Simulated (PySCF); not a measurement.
**The bond of AlP, level by level**

The task here is to estimate one member of a computed series from the others.

Method: Al x2c-TZVPPall, P x2c-TZVPPall, spin-free X2C with a Gaussian nucleus; program: PySCF 2.14.0.

The first run:

A driver script around PySCF takes these settings:

```json
{"atoms": "Al, P", "charge": "0", "basis": "Al x2c-TZVPPall, P x2c-TZVPPall", "Hamiltonian": "spin-free X2C with a Gaussian nucleus", "basis functions": "84", "electrons treated": "28", "masses in u": "26.9815, 30.9738", "levels": "PBE0, PBE, r²SCAN, revPBE, r²SCANh, BLYP, M06-L, ωB97X-V, HF, MP2, SCS-MP2, CCSD, CCSD(T)", "grid": "80 radial by 434 angular points", "occupations": "held fixed by the projection of orbital angular momentum", "dissociation limit": "Al + P, each in its ground configuration", "starting distance in angstrom": "2.260", "values of 2S to try": "0, 2, 4"}
```

On the command line:

```
$ OMP_NUM_THREADS=1 python dia.py task.json out
```

Steps of the session up to this table: The job; PBE0 along the bond; Higher solutions at PBE0; PBE (GGA); r²SCAN; revPBE (GGA); r²SCANh (hybrid meta-GGA); BLYP; M06-L (meta-GGA); ωB97X-V; ROHF; Correlated methods on the Hartree–Fock reference.

One of the session's tables, all rows but one given; the rest of the session is left out.

Energy (eV) from each level's lowest point:

```
R (Å)   ROHF  ROHF-MP2  ROHF-SCS-MP2  ROHF-CCSD  ROHF-CCSD(T)
1.905  0.849     0.981         1.014        n/a           n/a
1.994  0.364     0.438         0.468      0.454         0.455
2.082  0.117     0.125         0.149      0.159         0.151
2.148  0.036     0.003         0.018      0.046         0.038
2.215  0.003     0.000         0.000      0.000         0.000
2.281      ?         ?             ?          ?             ?
2.370  0.040     0.193         0.172      0.085         0.095
2.481  0.145     0.382         0.351      0.241         0.256
2.614  0.328     0.642         0.601      0.479         0.498
2.791  0.621     1.014         0.964        n/a           n/a
```

Q: Estimate the row for R (Å) = 2.281 from the others.

Worked estimate for «ROHF». A straight line through the neighbours (2.215, 0.003) and (2.370, 0.040) gives 0.003 + (0.040 − 0.003) × (2.281 − 2.215) / (2.370 − 2.215) = 0.019; a parabola fitted to 4 rows on both sides gives 0.003.

As computed: ROHF: 0.000; ROHF-MP2: 0.070; ROHF-SCS-MP2: 0.058; ROHF-CCSD: 0.010; ROHF-CCSD(T): 0.015. In «ROHF» the line misses by +0.019 and the parabola by +0.003.
